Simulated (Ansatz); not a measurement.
**H3MgNSi (SMILES [NH]1[Mg][SiH2]1): functionals against CCSD(T) at one geometry**

One table from this session's results is given with a row withheld; the runs are named, their logs left out.

Computed with Ansatz 0.2.0, Gaussian basis. Level: single points in def2-TZVPP.

Cores are frozen in the correlated methods. The outer core shell of Li, Na, Mg and K is correlated.

## Where the work starts

6 atoms, charge 0, spin multiplicity 1.

Atoms are counted from 1 here; the program's logs count them from 0.

Bond lengths: N1–Mg2 2.257 Å, N1–Si3 1.655 Å, N1–H4 1.004 Å, Mg2–Si3 2.426 Å, Si3–H5 1.529 Å, Si3–H6 1.497 Å. Angles: Mg2–N1–Si3 74.9°, Mg2–N1–H4 168.3°, Si3–N1–H4 116.5°, N1–Mg2–Si3 41.2°, N1–Si3–Mg2 63.9°, N1–Si3–H5 124.2°, N1–Si3–H6 124.2°, Mg2–Si3–H5 117.4°, Mg2–Si3–H6 118.2°, H5–Si3–H6 104.4°.

Geometry (Å):

```xyz
6
H3MgNSi
N    -0.69060   -0.89040   -0.14020
Mg    1.44000   -1.60460    0.07000
Si    0.20520    0.48360    0.07940
H    -1.67390   -0.76410   -0.29730
H     0.51910    1.49090   -1.02790
H     0.20350    1.29840    1.33580
```

The first run:

run/in.yaml reads:

```yaml
crystal:
  periodic: [false, false, false]
  atoms:
    - {symbol: N, position_ang: [-0.690600, -0.890400, -0.140200]}
    - {symbol: Mg, position_ang: [1.440000, -1.604600, 0.070000]}
    - {symbol: Si, position_ang: [0.205200, 0.483600, 0.079400]}
    - {symbol: H, position_ang: [-1.673900, -0.764100, -0.297300]}
    - {symbol: H, position_ang: [0.519100, 1.490900, -1.027900]}
    - {symbol: H, position_ang: [0.203500, 1.298400, 1.335800]}
basis:
  gaussian: {orbitals: def2-TZVPP}
correlation: {method: ccsd_t}
output: {forces: true}
```

The command line of these runs was not kept.

Among the steps run: CCSD(T)/def2-TZVPP; PBE0-D4/def2-TZVPP; wB97M-V/def2-TZVPP; r2SCAN-D4/def2-TZVPP; PBE-D4/def2-TZVPP; CAM-B3LYP-D4/def2-TZVPP; wB97X-V/def2-TZVPP.

One of the session's tables, all rows but one given; the rest of the session is left out.

```
      method  RMS force component (eV/Å)  angle to CCSD(T) forces (°)  dipole (D)
     CCSD(T)                       0.695                    reference        2.52
     PBE0-D4                       0.584                          9.4        2.91
     wB97M-V                       0.594                          9.4        2.91
   r2SCAN-D4                       0.630                          9.7        2.89
      PBE-D4                       0.662                         14.1        2.63
CAM-B3LYP-D4                       0.576                         14.1        2.93
     wB97X-V                           ?                            ?           ?
```

Estimate the missing values for wB97X-V.

The run gave: RMS force component (eV/Å): 0.615; angle to CCSD(T) forces (°): 13.0; dipole (D): 3.26. In the column «RMS force component (eV/Å)» it lies between wB97M-V (0.594) and r2SCAN-D4 (0.630).
